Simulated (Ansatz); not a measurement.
C3H7NO can be A, `CC1(N)CO1`, or B, `C1COCN1`.

Gas-phase electronic energies from Ansatz, PBE0-D4/def2-TZVP geometries. CCSD(T)/CBS is the MP2 limit (def2-TZVPP, def2-QZVPP) plus CCSD(T) − MP2 in def2-TZVPP, frozen cores. Functionals use def2-TZVPP. B3LYP here is the variant with VWN-RPA as its local correlation; programs differ in this. One conformer a species, not always the lowest.

Which is lower in electronic energy at CCSD(T)/CBS, and by how much? (An estimate is asked.)

Computed: B, by 3.3 kcal/mol.

Give E(B) − E(A) in kcal/mol with ωB97M-V, r2SCAN-D4, CCSD(T)/def2-TZVPP, B2PLYP, B3LYP-D4, CCSD/def2-TZVPP, CCSD(T)/def2-SVP. (Estimate.)

Ansatz gave: ωB97M-V -3.0, r2SCAN-D4 -1.2, CCSD(T)/def2-TZVPP -3.6, B2PLYP -2.7, B3LYP-D4 -3.1, CCSD/def2-TZVPP -4.4, CCSD(T)/def2-SVP -3.5. None reverses the order clearly.

Does the order hold for the free energy at 298.15 K (harmonic terms from PBE0-D4)? (Estimate.)

The calculation gave: Yes: G(B) − G(A) = -1.2 kcal/mol, for one conformer each.

Largest T1 diagnostic: 0.011.

Leaving LDA and LC-ωPBE aside and taking each functional with its dispersion term where it has one, the values, not all of them listed here, spread over 5.4 kcal/mol, from BHLYP-D4 to B97M-V. LDA lies −2.9 kcal/mol from PBE without D4. In def2-TZVPP, CCSD(T) changes the Hartree–Fock value by +3.8 kcal/mol (the triples alone add +0.8 kcal/mol) and MP2 by +5.3 kcal/mol.
